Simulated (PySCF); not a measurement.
**NH (imidogen): FCI/ccECP-cc-pVDZ (core potential)**

Aim: the energy change on altering one bond length of NH (imidogen) at FCI/ccECP-cc-pVDZ (core potential), from 2 runs. Input form: a Python script.

Program for the calculation: PySCF 2.14.0.

9 further runs of the same task are left out: 2 that didn't finish, 7 set aside as unsound or not needed.

## 1. The molecule

NH has 2 atoms, charge 0, and is taken as a triplet. As SMILES, `[NH]`. The bond length is the measured one.

Bond lengths: N1–H2 1.036 Å.

## 2. The energy at FCI/ccECP-cc-pVDZ (core potential)

input.py

```python
from pyscf import gto, mcscf

mol = gto.M(
    atom='''
N      0.000000     0.000000     0.000000
H      0.000000     0.000000     1.958153
''',
    basis='ccecp-cc-pvdz',
    max_memory=1860,
    spin=2,
    unit='bohr',
    ecp='ccecp',
    verbose=4,
)

myscf = mol.ROHF()
myscf.conv_tol = 1e-10
myscf.kernel()
if not myscf.converged:
    myscf = myscf.newton().run(myscf.mo_coeff, myscf.mo_occ)

cas = mcscf.CASCI(myscf, myscf.mo_coeff.shape[-1] - 0, (mol.nelec[0] - 0, mol.nelec[1] - 0))  # full CI above the frozen core
cas.fix_spin_(ss=2.0)
cas.kernel()
e_final = cas.e_tot
print(f'total energy: {e_final:.8f} hartree')
```

Command:

```sh
OMP_NUM_THREADS=1 python input.py
```

The program printed:

```text
PySCF version 2.14.0

[INPUT] num. atoms = 2
[INPUT] num. electrons = 6
[INPUT] charge = 0
[INPUT] spin (= nelec alpha-beta = 2S) = 2
[INPUT] symmetry False subgroup None
[INPUT] Mole.unit = bohr
[INPUT] Symbol           X                Y                Z      unit          X                Y                Z       unit  Magmom
[INPUT]  1 N      0.000000000000   0.000000000000   0.000000000000 AA    0.000000000000   0.000000000000   0.000000000000 Bohr   0.0
[INPUT]  2 H      0.000000000000   0.000000000000   1.036209943095 AA    0.000000000000   0.000000000000   1.958153000000 Bohr   0.0

nuclear repulsion = 2.55342662192382
number of shells = 8
number of NR pGTOs = 57
number of NR cGTOs = 18
basis = ccecp-cc-pvdz
ecp = ccecp

******** <class 'pyscf.scf.rohf.ROHF'> ********
method = ROHF
initial guess = minao
damping factor = 0
level_shift factor = 0
DIIS = <class 'pyscf.scf.diis.CDIIS'>
diis_start_cycle = 1
diis_space = 8
diis_damp = 0
SCF conv_tol = 1e-10
SCF conv_tol_grad = None
SCF max_cycles = 50
direct_scf = True
direct_scf_tol = 1e-13
num. doubly occ = 2  num. singly occ = 2
Set gradient conv threshold to 1e-05
init E= -9.70718046236843
  HOMO = -0.225989210662838  LUMO = 0.199491243555298  gap/eV = 11.57791
cycle= 1 E= -10.1912753231737  delta_E= -0.484  |g|= 0.19  |ddm|= 1.44
  HOMO = -0.22582511321406  LUMO = 0.202356854768932  gap/eV = 11.65142
cycle= 2 E= -10.2062248465542  delta_E= -0.0149  |g|= 0.0611  |ddm|= 0.416
  HOMO = -0.171533878678241  LUMO = 0.220032153217048  gap/eV = 10.65505
cycle= 3 E= -10.207210684313  delta_E= -0.000986  |g|= 0.00913  |ddm|= 0.0958
  HOMO = -0.176339213927047  LUMO = 0.222436063540107  gap/eV = 10.85123
cycle= 4 E= -10.2072720269566  delta_E= -6.13e-05  |g|= 0.00291  |ddm|= 0.0253
  HOMO = -0.175152908158906  LUMO = 0.222500025451905  gap/eV = 10.82069
cycle= 5 E= -10.2072751253193  delta_E= -3.1e-06  |g|= 0.000327  |ddm|= 0.00543
  HOMO = -0.175184716017242  LUMO = 0.222547106802979  gap/eV = 10.82283
cycle= 6 E= -10.2072751970891  delta_E= -7.18e-08  |g|= 5.24e-05  |ddm|= 0.000976
  HOMO = -0.175190376772518  LUMO = 0.222558811788777  gap/eV = 10.82331
cycle= 7 E= -10.2072751994944  delta_E= -2.41e-09  |g|= 3.14e-06  |ddm|= 0.000181
  HOMO = -0.17519005082588  LUMO = 0.222558906909348  gap/eV = 10.82330
cycle= 8 E= -10.2072751995014  delta_E= -7.04e-12  |g|= 5e-07  |ddm|= 8.73e-06
  HOMO = -0.175190480703259  LUMO = 0.222558854982973  gap/eV = 10.82331
Extra cycle  E= -10.2072751995015  delta_E= -6.75e-14  |g|= 1.36e-07  |ddm|= 9.43e-07
converged SCF energy = -10.2072751995015

******** <class 'pyscf.mcscf.casci.CASCI'> ********
CAS (4e+2e, 18o), ncore = 0, nvir = 0
natorb = False
canonicalization = True
sorting_mo_energy = False
******** <class 'pyscf.fci.addons.SpinPenaltyFCISolver'> ********
max. cycles = 200
conv_tol = 1e-08
davidson only = True
linear dependence = 1e-12
level shift = 0.001
max iter space = 12
nroots = 1
pspace_size = 400
spin = None
Density matrix diagonal elements [1.97033335e+00 1.96005319e+00 9.93747058e-01 9.93747058e-01
 1.63997515e-02 1.31935622e-02 1.20660864e-02 6.35073574e-03
 6.35073574e-03 4.07983667e-03 3.85796009e-03 3.85796009e-03
 4.07269366e-03 4.07270139e-03 2.63671379e-03 1.86579015e-03
 1.86579015e-03 1.44902869e-03]
CASCI converged
CASCI E = -10.3370880790103  E(CI) = -12.8905147009342  S^2 = 2.0000000
total energy: -10.33708808 hartree
```

Wall time 28 s (1 thread of Arm Neoverse V2, shared host); peak memory 0.21 GiB.

## 3. The distorted shape, same level

input.xyz

```xyz
2

N      0.000000     0.000000    -1.865190
H      0.000000     0.000000     1.036210
```

input.py

```python
from pyscf import gto, mcscf

molecule = gto.M(
    atom='input.xyz',
    ecp={'N': 'ccecp', 'H': 'ccecp'},
    max_memory=1860,
    basis='ccecp-cc-pvdz',
    spin=2,
    verbose=3,
)

mf = molecule.ROHF()
mf.conv_tol = 1e-10
mf.kernel()
if not mf.converged:
    mf = mf.newton().run(mf.mo_coeff, mf.mo_occ)

cas = mcscf.CASCI(mf, mf.mo_coeff.shape[-1] - 0, (molecule.nelec[0] - 0, molecule.nelec[1] - 0))  # full CI above the frozen core
cas.fix_spin_(ss=2.0)
cas.kernel()
energy = cas.e_tot
print(f'total energy: {energy:.8f} hartree')
```

Command:

```sh
OMP_NUM_THREADS=1 python input.py
```

The program printed:

```text
converged SCF energy = -9.92474625022661
CASCI E = -10.2230787958694  E(CI) = -11.1350130533313  S^2 = 2.0000000
total energy: -10.22307880 hartree
```

Wall time 44 s (1 thread of Arm Neoverse V2, shared host); peak memory 0.22 GiB.

## 4. What came out

Level: FCI/ccECP-cc-pVDZ (core potential).

| quantity | value |
| --- | --- |
| first shape: total energy | -10.33709 Eh |
| first shape: dipole moment (Hartree–Fock density) | 1.70 D |
| first shape: correlation energy | -129.8 mEh |
| distorted shape: total energy | -10.22308 Eh |
| distorted shape: dipole moment (Hartree–Fock density) | 0.37 D |
| distorted shape: correlation energy | -298.3 mEh |
| energy change with the N1–H2 bond stretched from 1.036 to 2.901 Å | 3.102 eV |

In words: With the N1–H2 bond stretched from 1.036 to 2.901 Å the energy rises by 3.10 eV (72 kcal/mol). The first shape isn't relaxed at this level, so the change isn't measured from a minimum.
